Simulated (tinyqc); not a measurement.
Geometry optimisation on the UHF/sto-6g surface (energies and gradients from PySCF), for LiH+, spin multiplicity 2, step by step. Computed by tinyqc, a small Python program that keeps every step (integrals from PySCF). Settings: charge = 1, multiplicity = 2, basis = sto-6g, optimiser = bfgs, first Hessian = 1.0, largest step = 0.5, iteration cap = 30. Command: `OMP_NUM_THREADS=1 python tinyqc.py 31561 31562 out.jsonl` (the two numbers bound the seeds that draw the settings). One thread of a shared host (Intel(R) Xeon(R) Processor @ 2.60GHz), about 0.5 s of CPU time with the checks.

## Step 1: energy and gradient

positions at the start (bohr):
```
            x         y         z
1Li  0.000000  0.000000  0.000000
2H   0.000000  0.000000  3.240880
```

Self-consistent energy and analytic gradient at these positions.

energy = -7.70815023 hartree

gradient (hartree/bohr):
```
              x           y            z
1Li  0.00000000  0.00000000   0.01583842
2H   0.00000000  0.00000000  -0.01583842
```

## Step 1: move

Quasi-Newton step p = -H^(-1) g (first H = 1 times the unit matrix); steps longer than 0.5 bohr are cut back.

positions after step 1 (bohr):
```
            x         y          z
1Li  0.000000  0.000000  -0.015838
2H   0.000000  0.000000   3.256719
```

## Step 2: energy and gradient

As before.

energy = -7.70862865 hartree

gradient (hartree/bohr):
```
              x           y            z
1Li  0.00000000  0.00000000   0.01437984
2H   0.00000000  0.00000000  -0.01437984
```

## Step 2: move

inverse Hessian in use (bohr^2/hartree), lower triangle:
```
          1         2          3         4         5         6
1  1.000000
2  0.000000  1.000000
3  0.000000  0.000000   5.929427
4  0.000000  0.000000   0.000000  1.000000
5  0.000000  0.000000   0.000000  0.000000  1.000000
6  0.000000  0.000000  -4.929427  0.000000  0.000000  5.929427
```

Quasi-Newton step p = -H^(-1) g (the inverse Hessian comes from BFGS updates; coordinates in the order x, y, z of each atom); steps longer than 0.5 bohr are cut back.

positions after step 2 (bohr):
```
            x         y          z
1Li  0.000000  0.000000  -0.171987
2H   0.000000  0.000000   3.412867
```

## Step 3: energy and gradient

As before.

energy = -7.71124927 hartree

gradient (hartree/bohr):
```
              x           y            z
1Li  0.00000000  0.00000000   0.00332614
2H   0.00000000  0.00000000  -0.00332614
```

## Step 3: move

inverse Hessian in use (bohr^2/hartree), lower triangle:
```
          1         2          3         4         5         6
1  1.000000
2  0.000000  1.000000
3  0.000000  0.000000   7.563183
4  0.000000  0.000000   0.000000  1.000000
5  0.000000  0.000000   0.000000  0.000000  1.000000
6  0.000000  0.000000  -6.563183  0.000000  0.000000  7.563183
```

As before.

positions after step 3 (bohr):
```
            x         y          z
1Li  0.000000  0.000000  -0.218973
2H   0.000000  0.000000   3.459854
```

## Convergence

Stop when the largest gradient component is below 3e-5 hartree/bohr. The inverse Hessian follows the BFGS update with s = step, y = change of gradient.

Course of the optimisation:
```
step  E (hartree)  largest gradient (hartree/bohr)
1     -7.70815023                         1.58e-02
2     -7.70862865                         1.44e-02
3     -7.71124927                         3.33e-03
4     -7.71144826                         9.72e-04
5     -7.71146903                         1.07e-04
6     -7.71146930                         4.14e-06
```

Final distances (angstrom):
```
pair    distance
2H-1Li  1.969852
```

Converged in 6 steps.
